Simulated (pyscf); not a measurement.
**Four-centre exchange: Cl–SiH₂–Cl + Cl–Cl → Cl–Cl + Cl–SiH₂–Cl**

Gas phase, singlet surface, charge 0. Bonds broken: Cl1–Si2, Cl6–Cl7. Bonds formed: Cl1–Cl6, Si2–Cl7. PySCF, gas phase, ωB97X-D3(BJ)/def2-SVP geometries.

Transition state (Å):

```xyz
7

Cl     0.9200     0.2219     0.7370
Si    -0.9386    -0.9026    -0.3694
Cl    -2.2709    -1.9246    -1.6466
H     -1.6693     0.3559    -0.1589
H     -0.6988    -1.9390     0.6470
Cl     2.4274     0.5093    -1.4015
Cl     0.5008    -0.8445    -2.0408
```

One imaginary mode, 471i cm⁻¹; descent along it reached the two sides named.

```tsv
bond	change	reactant side (Å)	saddle	product side
Cl1–Si2	breaks	2.052	2.438	3.4
Cl6–Cl7	breaks	2.019	2.440	3.6
Cl1–Cl6	forms	3.7	2.6	2.020
Si2–Cl7	forms	3.5	2.207	2.053
```

Electronic energies relative to the separated reactants (kJ/mol):

| level | barrier | reaction energy | reverse barrier |
|---|---|---|---|
| ωB97X-D3(BJ)/def2-TZVP | 322.4 | 0.0 | 322.4 |
| B3LYP-D3(BJ)/def2-TZVP | 266.5 | 0.0 | 266.5 |
| PBE0-D3(BJ)/def2-TZVP | 282.9 | 0.0 | 282.9 |
| M06-2X/def2-TZVP | 320.5 | 0.0 | 320.5 |
| ωB97M-D3(BJ)/def2-TZVP | 322.9 | 0.0 | 322.9 |
| HF/def2-TZVP | 455.2 | 0.0 | 455.2 |

With ωB97M-D3(BJ)/def2-TZVP energies and thermal terms (ideal gas, 1 atm, RRHO with modes under 100 cm⁻¹ raised to 100, one conformer, R ln 2 for chiral ones without a mode under 150 cm⁻¹), in kJ/mol:

```
T (K)    ΔH‡    ΔG‡   ΔH   ΔG
-----  -----  -----  ---  ---
298    323.0  365.2  0.0  0.0
600    324.9  407.2  0.0  0.0
900    326.4  448.0  0.0  0.0
1200   327.7  488.4  0.0  0.0
```

From the product side, Cl• + Cl• + Cl–SiH₂–Cl lies, by one bond made or cut, 77.1 kJ/mol under this saddle at ωB97M-D3(BJ). The same reactants have a lower exit, to Cl• + Cl• + Cl–SiH₂–Cl (no saddle counted: cutting one bond costs +245.9 kJ/mol at ωB97M-D3(BJ), against +322.9 kJ/mol here). One saddle was located; it need not be the lowest between these sides. One closed-shell reference is unstable to symmetry breaking; treat the single-reference values with care.
